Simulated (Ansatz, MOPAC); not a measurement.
Species: methyl ethyl ether, C3H8O, charge 0, multiplicity 1. SMILES: CCOC

Atoms: O1, C2, C3, C4, H5, H6, H7, H8, H9, H10, H11, H12. Bonds: O1-C2, O1-C3, C2-C4, C2-H5, C2-H6, C3-H7, C3-H8, C3-H9, C4-H10, C4-H11, C4-H12.

Bond lengths (Å) and angles (degrees) optimised at MNDO with MOPAC; HF/6-31G* with Ansatz (a first-principles code); PBE/6-31G* with Ansatz; B3LYP/6-31G* with Ansatz, each started from the B3LYP-D3(BJ)/def2-TZVP structure (Ansatz) of the last column. A row stands for all coordinates that are equal there; 13 of 20 kinds are shown. 6-31G* holds six Cartesian d functions. No wavenumbers were computed at MNDO, PBE/6-31G*, so these may be saddle points.

```json
[
 {"coordinate": "O1-C2", "MNDO": "1.402", "HF/6-31G*": "1.396", "PBE/6-31G*": "1.422", "B3LYP/6-31G*": "1.417", "B3LYP-D3(BJ)/def2-TZVP": "1.416"},
 {"coordinate": "O1-C3", "MNDO": "1.396", "HF/6-31G*": "1.391", "PBE/6-31G*": "1.415", "B3LYP/6-31G*": "1.410", "B3LYP-D3(BJ)/def2-TZVP": "1.409"},
 {"coordinate": "C2-C4", "MNDO": "1.540", "HF/6-31G*": "1.516", "PBE/6-31G*": "1.521", "B3LYP/6-31G*": "1.520", "B3LYP-D3(BJ)/def2-TZVP": "1.513"},
 {"coordinate": "C2-H5", "MNDO": "1.123", "HF/6-31G*": "1.090", "PBE/6-31G*": "1.114", "B3LYP/6-31G*": "1.104", "B3LYP-D3(BJ)/def2-TZVP": "1.100"},
 {"coordinate": "C3-H7", "MNDO": "1.116", "HF/6-31G*": "1.081", "PBE/6-31G*": "1.102", "B3LYP/6-31G*": "1.093", "B3LYP-D3(BJ)/def2-TZVP": "1.089"},
 {"coordinate": "C3-H8", "MNDO": "1.118", "HF/6-31G*": "1.089", "PBE/6-31G*": "1.112", "B3LYP/6-31G*": "1.103", "B3LYP-D3(BJ)/def2-TZVP": "1.098"},
 {"coordinate": "C4-H10", "MNDO": "1.108", "HF/6-31G*": "1.084", "PBE/6-31G*": "1.103", "B3LYP/6-31G*": "1.095", "B3LYP-D3(BJ)/def2-TZVP": "1.091"},
 {"coordinate": "C4-H12", "MNDO": "1.110", "HF/6-31G*": "1.086", "PBE/6-31G*": "1.103", "B3LYP/6-31G*": "1.096", "B3LYP-D3(BJ)/def2-TZVP": "1.092"},
 {"coordinate": "C2-O1-C3", "MNDO": "119.6", "HF/6-31G*": "114.2", "PBE/6-31G*": "111.8", "B3LYP/6-31G*": "112.8", "B3LYP-D3(BJ)/def2-TZVP": "112.9"},
 {"coordinate": "O1-C2-C4", "MNDO": "109.7", "HF/6-31G*": "108.6", "PBE/6-31G*": "108.4", "B3LYP/6-31G*": "108.5", "B3LYP-D3(BJ)/def2-TZVP": "108.8"},
 {"coordinate": "O1-C2-H5", "MNDO": "111.2", "HF/6-31G*": "110.1", "PBE/6-31G*": "110.2", "B3LYP/6-31G*": "110.1", "B3LYP-D3(BJ)/def2-TZVP": "109.8"},
 {"coordinate": "C4-C2-H5", "MNDO": "109.3", "HF/6-31G*": "110.4", "PBE/6-31G*": "110.6", "B3LYP/6-31G*": "110.6", "B3LYP-D3(BJ)/def2-TZVP": "110.7"},
 {"coordinate": "O1-C3-H7", "MNDO": "107.2", "HF/6-31G*": "107.7", "PBE/6-31G*": "107.2", "B3LYP/6-31G*": "107.3", "B3LYP-D3(BJ)/def2-TZVP": "107.5"}
]
```

Mean signed difference of all 11 bond lengths from B3LYP-D3(BJ)/def2-TZVP: MNDO 0.015 Å, HF/6-31G* -0.009 Å, PBE/6-31G* 0.011 Å, B3LYP/6-31G* 0.004 Å.
